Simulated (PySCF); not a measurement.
Frontier levels across methods

ClH2Si(SH), ClH3SSi.
Z-matrix (Å and degrees, PBE0-D3(BJ)/def2-SVP geometry), rows numbered from 1:
```
S 
Si  1  2.1308
Cl  2  2.0677  1  112.39
H   1  1.3518  2   94.58  3    68.51
H   2  1.4869  1  111.32  3  -119.81
H   2  1.4850  1  105.28  3   118.55
```

Basis pcSseg-2 throughout (PySCF), one geometry. The structure is a single PBE0-D3(BJ)/def2-SVP conformer in the gas phase; no vibrational or solvent corrections.

**Question.** How do the orbital energies, the gap and the dipole change with the method?

**Answer.** 
```csv
method,kind,HOMO (eV),LUMO (eV),gap (eV),μ (D),SCF cycles
BLYP,GGA,-6.57,-1.08,5.49,1.17,12
B97-D,GGA,-6.71,-1.06,5.64,1.21,13
PBE,GGA,-6.75,-1.16,5.58,1.19,13
OPBE,GGA,-6.78,-1.05,5.72,1.20,13
KT2,GGA,-6.81,-1.22,5.59,1.21,13
KT3,GGA,-6.82,-1.21,5.61,1.19,13
BP86,GGA,-6.84,-1.22,5.62,1.20,14
LDA,LDA,-6.86,-1.34,5.53,1.25,12
B3LYP,global hybrid,-7.71,-0.52,7.19,1.24,11
B97-2,global hybrid,-7.73,-0.28,7.45,1.26,12
PBE0,global hybrid,-7.97,-0.25,7.72,1.27,12
mPW1PW91,global hybrid,-7.99,-0.26,7.73,1.26,11
BHandHLYP,global hybrid,-9.04,0.56,9.60,1.32,11
CAM-B3LYP,range-separated hybrid,-9.28,0.69,9.98,1.30,11
wB97X-D,range-separated hybrid,-9.83,1.51,11.34,1.29,12
LC-wPBE,range-separated hybrid,-10.71,1.91,12.62,1.34,12
HF,Hartree–Fock,-10.78,2.57,13.35,1.39,10
```

The HOMO spans 4.21 eV, from BLYP down to HF, and the gap runs from 5.49 eV (BLYP) to 13.35 eV (HF). Over the methods BLYP (0 %), B97-D (0 %), PBE (0 %), OPBE (0 %), KT2 (0 %), KT3 (0 %), BP86 (0 %), LDA (0 %), B3LYP (20 %), B97-2 (21 %), PBE0 (25 %), mPW1PW91 (25 %), BHandHLYP (50 %), HF (100 %), a straight line through the gap against the share of exact exchange rises by 0.78 eV for each 10 % (correlation coefficient 0.999). The dipole ranges from 1.17 D (BLYP) to 1.39 D (HF). This basis has no diffuse functions.

The vertical ΔSCF ionisation energy at PBE0/def2-SVPD is 10.22 eV; −ε(HOMO) comes closest to it with wB97X-D (9.83 eV).
